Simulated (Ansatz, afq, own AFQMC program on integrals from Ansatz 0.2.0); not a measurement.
Where AFQMC and coupled cluster stand for AlN, singlet

```xyz
2

Al    0.0000    0.0000    0.0000
N     0.0000    0.0000    2.7010
```

Basis 6-31G. Only valence electrons are correlated. Integrals, coupled cluster, full CI and functionals: Ansatz 0.2.0; the random walks run on the same integrals in our own AFQMC program. ph-AFQMC/CISD is guided by a CISD state made of CCSD amplitudes; releasing the constraint for a short imaginary time cuts its bias at the price of noise, slowly where states lie close. Uncertainties: one standard error, sampling alone.

Determinant: RHF, the one that the program's search chose, which needn't be the lowest solution. The geometry is a point of a scan.

Full CI on the same integrals is exact in this basis and with this determinant's frozen core.

Cautions: another spin lies lower; restricted determinant unstable towards unrestricted (UHF 1.90 eV lower, ⟨S²⟩ 1.48); strong correlation (T1 0.043, weight of the determinant 0.80, largest double 0.26); CCSD(T) is in doubt: in a space of 8 electrons in 8 natural orbitals full CI lies 96 meV below it; the CCSDT(Q) amplitudes may be one of several solutions (largest double 0.67); the CCSDTQ amplitudes may be one of several solutions (largest double 0.78); the released energies are still falling, so no released level is given (meV from the phaseless value at times in 1/Eh: -4 ± 8 at 0.24, -8 ± 10 at 0.51, -31 ± 9 at 0.99, -41 ± 10 at 1.62, -45 ± 21 at 2.40); the determinant fills πx and πy unequally, so it mixes two states of the linear molecule, and each level undoes that mixture to a different degree, while full CI gives the lower state; CCSDTQ on the UHF determinant differs (1.89 eV lower), perhaps since the unrestricted series falls towards higher spin.

The T1 diagnostic is 0.0427. The weight of the determinant in the CISD state is 0.804 and the size of the correlated space is 8 electrons in 16 orbitals.

```csv
level,correlation energy (eV)
MP2,-2.9059
CCSD,-3.8062
CCSD(T),-4.0077
```

Q: Estimate where full CI lies against CCSD(T) on the same integrals.

A: 21.5 kJ/mol below CCSD(T).

Reference: full CI, correlation energy -4.231 eV. The cautions show a poor starting determinant, so the rows tell how each method copes with it here, and full CI is the sure value.

```json
{"level": "CCSD(T)", "E − E(reference) (kJ/mol)": "21.5", "share of correlation (%)": "94.73"}
{"level": "CCSDT", "E − E(reference) (kJ/mol)": "7.9", "share of correlation (%)": "98.05"}
{"level": "CCSDT(Q)", "E − E(reference) (kJ/mol)": "-1.0", "share of correlation (%)": "100.24"}
{"level": "CCSDTQ", "E − E(reference) (kJ/mol)": "0.4", "share of correlation (%)": "99.90"}
{"level": "ph-AFQMC/CISD", "E − E(reference) (kJ/mol)": "18.9 ± 0.8", "share of correlation (%)": "95.37"}
```

CCSDT and higher add their correlation energy to the determinant of the CCSD(T) run, since their own runs factorise the integrals more tightly (a shift of under 2 meV).
